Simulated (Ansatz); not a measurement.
**H4OSSi: a ladder of functionals and wavefunction methods**

One table from this session's results is given with a row withheld; the runs are named, their logs left out.

Method: functionals in def2-TZVPP, the program's frozen cores in correlated methods; program: Ansatz 0.2.0, Gaussian basis.

Levels to be run: LDA (SPW92), PBE-D4, revPBE-D4, BLYP-D4, r2SCAN-D4, B97M-V, PBE0-D4, B3LYP-D4, r2SCANh-D4, r2SCAN0-D4, HSE06-D4, BHLYP-D4, CAM-B3LYP-D4, LC-ωPBE, ωB97X-V, ωB97M-V, B2PLYP, PBE-QIDH; CCSD(T)/def2-SVP; CCSD(T)/def2-TZVPP; MP2/def2-QZVPP; extrapolation to the limit; RPA on PBE.

## The relaxed structure

The geometry comes from an earlier relaxation with PBE0-D4 in a triple-zeta def2 set; it is a stationary point, not always the lowest conformer.

7 atoms, charge 0, spin multiplicity 1.

Atoms are counted from 1 here; the program's logs count them from 0.

Bond lengths: O1–Si2 1.642 Å, O1–H4 0.959 Å, Si2–S3 2.133 Å, Si2–H5 1.484 Å, Si2–H6 1.478 Å, S3–H7 1.344 Å. Angles: Si2–O1–H4 117.2°, O1–Si2–S3 113.5°, O1–Si2–H5 112.6°, O1–Si2–H6 104.5°, S3–Si2–H5 103.0°, S3–Si2–H6 111.7°, H5–Si2–H6 111.9°, Si2–S3–H7 94.6°.

The first run:

File in.yaml:

```yaml
crystal:
  periodic: [false, false, false]
  atoms:
    - {symbol: O, position_ang: [-1.434573, -0.381955, 0.184855]}
    - {symbol: Si, position_ang: [-0.047545, 0.496498, 0.172960]}
    - {symbol: S, position_ang: [1.565255, -0.475672, -0.828761]}
    - {symbol: H, position_ang: [-1.745321, -0.722394, -0.656092]}
    - {symbol: H, position_ang: [-0.184935, 1.770495, -0.576251]}
    - {symbol: H, position_ang: [0.257218, 0.727894, 1.600361]}
    - {symbol: H, position_ang: [1.651104, -1.482966, 0.057228]}
basis:
  gaussian: {orbitals: def2-TZVPP}
hamiltonian: {xc: lda}
output: {orbitals: {seedname: orbitals}}
```

Run with:

```bash
ansatz run in.yaml --threads 2 --pin off --events-out ev --progress --plain --max-ram 4352MiB
```

Steps of the session up to this table: LDA; PBE-D4 (GGA); revPBE-D4 (GGA); BLYP-D4 (GGA); r2SCAN-D4 (meta-GGA); B97M-V (meta-GGA); B3LYP-D4 (hybrid); r2SCANh-D4 (hybrid); r2SCAN0-D4 (hybrid); HSE06-D4 (hybrid); BHLYP-D4 (hybrid); CAM-B3LYP-D4 (range-separated); LC-ωPBE (range-separated); ωB97X-V (range-separated); ωB97M-V (range-separated); B2PLYP (double hybrid); PBE-QIDH (double hybrid).

One table of the session follows, with a row left open; its other results are not shown here.

It belongs to the step «Orbital energies across the functionals». 

| functional | HOMO (eV) | gap (eV) |
| --- | --- | --- |
| LDA (SPW92) | -6.58 | 5.76 |
| PBE-D4 | -6.45 | 5.84 |
| revPBE-D4 | -6.40 | 5.88 |
| BLYP-D4 | -6.28 | 5.73 |
| r2SCAN-D4 | -6.74 | 6.58 |
| B97M-V | -6.85 | 6.42 |
| PBE0-D4 | -7.70 | 7.96 |
| B3LYP-D4 | -7.44 | 7.42 |
| r2SCANh-D4 | -7.20 | 7.34 |
| r2SCAN0-D4 | ? | ? |
| HSE06-D4 | -7.30 | 7.18 |
| BHLYP-D4 | -8.79 | 9.82 |
| CAM-B3LYP-D4 | -9.03 | 10.19 |
| LC-ωPBE | -10.46 | 12.87 |
| ωB97X-V | -10.08 | 12.32 |
| ωB97M-V | -9.91 | 11.80 |

Estimate the missing values for r2SCAN0-D4.

Worked estimate for «HOMO (eV)». Against the share of exact exchange, r2SCAN-D4 (0, -6.74), r2SCANh-D4 (0.1, -7.20) give a slope of -4.60 per unit share; at 0.25 the line stands at -7.89.

The run gave: HOMO (eV): -7.89; gap (eV): 8.45. In «HOMO (eV)» the line misses by 0.00.
